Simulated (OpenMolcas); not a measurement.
# One shape, several levels: CHF2O (SMILES O[C](F)F)

We compute a comparison of 6 runs (UHF/3-21G, UB3LYP/6-31G*, UPBE0/def2-SVP, UTPSSh/6-31G**, ROMP2/MIDI) of CHF2O. 

The calculation is run with OpenMolcas 26.06.

5 further runs of the same task are left out: 5 set aside as unsound or not needed.

## 1. The molecule

The species is CHF2O (5 atoms), meant as a doublet with charge 0. SMILES: `O[C](F)F`. The coordinates come from a GFN2-xTB relaxation. This is one conformer, not always the lowest.

Bond lengths: O1–C2 1.317 Å, C2–F3 1.344 Å, C2–F4 1.345 Å, O1–H5 0.974 Å. Angles: O1–C2–F3 116.5°, O1–C2–F4 116.3°, F3–C2–F4 108.6°, C2–O1–H5 115.0°.

## 2. Energy and gradient at UHF/3-21G (run 1)

The input, run.input:

```
* CHF2O Hartree-Fock
>>> EXPORT MOLCAS_PRINT=2

&GATEWAY
 BASLIB=$CurrDir
 BASISSET
 O.3-21G....
 O1 -0.219730 0.891390 -0.426260 angstrom
 End of Basis
 BASISSET
 C.3-21G....
 C2 0.113490 -0.378530 -0.328810 angstrom
 End of Basis
 BASISSET
 F.3-21G....
 F3 1.066290 -0.680990 0.569830 angstrom
 F4 -0.899720 -1.252730 -0.190070 angstrom
 End of Basis
 BASISSET
 H.3-21G....
 H5 -0.060340 1.420850 0.375310 angstrom
 End of Basis

&SEWARD

&SCF
 UHF
 SPIN=2
 THRESHOLDS=1e-10 1e-07 1e-07 1e-05
 PRORBITALS=0

&ALASKA
```

The basis set 3-21G is read from a file made from the Basis Set Exchange's data (not shown).

On the command line:

```console
export MOLCAS_MEM=1860
pymolcas run.input > run.log
```

Log:

```text
--- Start Module: gateway ---
[...]
--- Stop Module: gateway /rc=_RC_ALL_IS_WELL_ ---
[...]
      Basis functions           38
[...]
--- Start Module: scf ---
[...]
       Convergence after  15 Iterations
[...]
::    Total SCF energy                               -310.4345340265
[...]
      Total spin, S                                     0.5024167746
[...]
      Total electronic charge=   33.000000
      Total            charge=   -0.000000
[...]
      Dipole Moment (debye):
      Origin of the operator (angstrom)=    0.0142   -0.3819   -0.0473
                   X=  4.6148E-01               Y=  1.8437E+00               Z=  1.1721E+00           Total=  2.2329E+00
      Quadrupole Moment (debye*angstrom):
[...]
--- Stop Module: scf /rc=_RC_ALL_IS_WELL_ ---
--- Start Module: alaska ---
[...]
 *              Molecular gradients               *
 **************************************************
  Irreducible representation: a
 ------------------------------------------------------------------------------------------
                              X                       Y                       Z
 ------------------------------------------------------------------------------------------
  O1                2.80653762702121E-03   -2.44787929810908E-02   -1.17993430923589E-02
  C2               -7.17538477927171E-03    3.62004406011325E-02    1.87139531943368E-02
  F3               -2.64334630532659E-03   -6.91094011339466E-03   -6.86991702253614E-03
  F4                4.48606075281965E-03   -3.07252835795957E-03   -2.80956230422225E-03
  H5                2.52613270475810E-03   -1.73817914867502E-03    2.76486922477304E-03
 ------------------------------------------------------------------------------------------
--- Stop Module: alaska /rc=_RC_ALL_IS_WELL_ ---
[...]
```

It took 2 s on 1 thread of Arm Neoverse V2, shared host; peak memory 0.37 GiB.

## 3. Energy and forces at UB3LYP/6-31G(d) (spherical functions) (run 2)

The input, run.input:

```
>>> EXPORT MOLCAS_PRINT=2

&GATEWAY
  BasLib = $CurrDir
  BasisSet
  O.6-31Gs....
  O1 -0.219730 0.891390 -0.426260 angstrom
  End of Basis
  BasisSet
  C.6-31Gs....
  C2 0.113490 -0.378530 -0.328810 angstrom
  End of Basis
  BasisSet
  F.6-31Gs....
  F3 1.066290 -0.680990 0.569830 angstrom
  F4 -0.899720 -1.252730 -0.190070 angstrom
  End of Basis
  BasisSet
  H.6-31Gs....
  H5 -0.060340 1.420850 0.375310 angstrom
  End of Basis

&SEWARD
  GridInput
  Grid=UltraFine
  End of Grid

&SCF
  UHF
  Spin = 2
  KSDFT = B3LYP
  Thresholds = 1e-10 1e-07 1e-07 1e-05
  PrOrbitals = 1

&ALASKA
```

The basis set 6-31G* is read from a file made from the Basis Set Exchange's data (not shown).

On the command line:

```console
export MOLCAS_MEM=1860
pymolcas run.input > run.log
```

Log:

```text
--- Start Module: gateway ---
[...]
--- Stop Module: gateway /rc=_RC_ALL_IS_WELL_ ---
[...]
      Basis functions           58
[...]
--- Start Module: scf ---
[...]
       Convergence after  15 Iterations
[...]
::    Total KS-DFT energy                            -313.5278968628
[...]
      Total spin, S                                     0.5008634252
[...]
      Total electronic charge=   33.000000
      Total            charge=   -0.000000
[...]
      Dipole Moment (debye):
      Origin of the operator (angstrom)=    0.0142   -0.3819   -0.0473
                   X=  2.3862E-01               Y=  1.5783E+00               Z=  1.1877E+00           Total=  1.9896E+00
      Quadrupole Moment (debye*angstrom):
[...]
--- Stop Module: scf /rc=_RC_ALL_IS_WELL_ ---
[...]
--- Start Module: alaska ---
[...]
 *              Molecular gradients               *
 **************************************************
  Irreducible representation: a
 ------------------------------------------------------------------------------------------
                              X                       Y                       Z
 ------------------------------------------------------------------------------------------
  O1                7.70340558979843E-03   -1.53156725116190E-02    3.13036068067429E-03
  C2               -9.96801748463305E-03    2.37425826936293E-02    7.39542055750153E-03
  F3                6.17481972202683E-04   -6.48390573281965E-03   -3.10231803531380E-03
  F4                3.68858236618053E-03   -4.09192074298304E-03   -1.89079546760840E-03
  H5               -2.04145244353504E-03    2.14891629370983E-03   -5.53266773518279E-03
 ------------------------------------------------------------------------------------------
--- Stop Module: alaska /rc=_RC_ALL_IS_WELL_ ---
[...]
```

Run time: 19 s. Hardware: 1 thread of Arm Neoverse V2, shared host; peak memory 0.39 GiB.

Runs 3 to 5 aren't shown in full; the table further down has their settings and results.

## 4. A single-point energy at ROMP2/MIDI (RICD fitting) (run 6)

The input, input.xyz:

```xyz
5

O     -0.219730     0.891390    -0.426260
C      0.113490    -0.378530    -0.328810
F      1.066290    -0.680990     0.569830
F     -0.899720    -1.252730    -0.190070
H     -0.060340     1.420850     0.375310
```

The input, mol.inp:

```
&GATEWAY
BasLib = $CurrDir
Coord = input.xyz
Basis = MIDI
Group = NoSym
RICD
aCD
&SEWARD
&SCF
UHF
Spin = 2
Iterations = 75
PrOrbitals = 1 1
&RASSCF
FileOrb = $Project.UnaOrb
Spin = 2
Nactel = 1 0 0
Inactive = 16
Ras2 = 1
OutOrbitals = Canonical
OrbListing = Nothing
&CASPT2
IPEA = 0.0
Frozen = 4
```

The basis set MIDI is read from a file made from the Basis Set Exchange's data (not shown).

On the command line:

```console
export MOLCAS_MEM=1860
pymolcas mol.inp > mol.log
```

Log:

```text
--- Start Module: gateway ---
[...]
--- Stop Module: gateway /rc=_RC_ALL_IS_WELL_ ---
[...]
      Basis functions           38
[...]
       Convergence after  12 Iterations
[...]
::    Total SCF energy                               -310.3112947551
[...]
      Total spin, S                                     0.5024509124
[...]
--- Start Module: rasscf ---
[...]
      Number of active orbitals                  1
[...]
      Spin quantum number                      0.5
[...]
      Active orbitals                            1
[...]
      Number of CSFs                             1
[...]
      Number of root(s) required                 1
[...]
      Convergence after  7 iterations
[...]
      printout of CI-coefficients larger than  0.05 for root  1
      energy=    -310.309181
      conf/sym  1     Coeff  Weight
             1  u   1.00000 1.00000
      Natural orbitals and occupation numbers for root  1
      sym 1:   1.000000
      ************************************************************************************************************************
      *                                                    Final results                                                     *
[...]
::    RASSCF root number  1 Total energy:   -310.30918096
[...]
      Total electronic charge=   33.000000
      Total            charge=   -0.000000
[...]
      Dipole Moment (debye):
      Origin of the operator (angstrom)=    0.0142   -0.3819   -0.0473
                   X=  4.5416E-01               Y=  1.8230E+00               Z=  1.1679E+00           Total=  2.2122E+00
      Quadrupole Moment (debye*angstrom):
[...]
--- Stop Module: rasscf /rc=_RC_ALL_IS_WELL_ ---
--- Start Module: caspt2 ---
[...]
 ###    WARNING: User changed nr of frozen orbitals.                         ###
 ###############################################################################
[...]
      E2 (Variational):          -0.4323766214
      Total energy:            -310.7415575808
[...]
      Reference weight:           0.90055
[...]
::    CASPT2 Root  1     Total energy:   -310.74155758
[...]
--- Stop Module: caspt2 /rc=_RC_ALL_IS_WELL_ ---
[...]
```

It took 2.4 s on 1 thread of Arm Neoverse V2, shared host; peak memory 0.22 GiB.

## 5. Overview of the runs

```csv
run,level,integration grid,Cartesian functions,energy (Eh),dipole moment (D),HOMO energy (eV),LUMO energy (eV),wall time
1,UHF/3-21G,–,no,-310.434534,2.23,-11.33,3.82,2 s
2,UB3LYP/6-31G* (spherical functions),UltraFine,no,-313.527897,1.99,-6.01,-1.48,19 s
3,UPBE0/def2-SVP,UltraFine,no,-312.999937,2.10,-6.61,-1.24,22 s
4,UTPSSh/6-31G** (spherical functions),UltraFine,no,-313.531554,1.99,-5.52,-1.55,30 s
5,UB3LYP/6-31G* (Cartesian functions),UltraFine,yes,-313.531937,1.98,-6.03,-1.50,21 s
6,ROMP2/MIDI (RICD fitting),–,no,-310.741558,–,–,–,2.4 s
```

## 6. Summary of results

| quantity | value |
| --- | --- |
| run 6: total energy | -310.74156 Eh |

What this shows: Over runs 1, 2, 3, 4, 5 the dipole moment (its size) runs from 1.98 D (UB3LYP/6-31G*) to 2.23 D (UHF/3-21G). The two ends differ in method and basis. Totals of different functionals can't be ranked against each other. All runs together took 97 s, the longest 30 s.
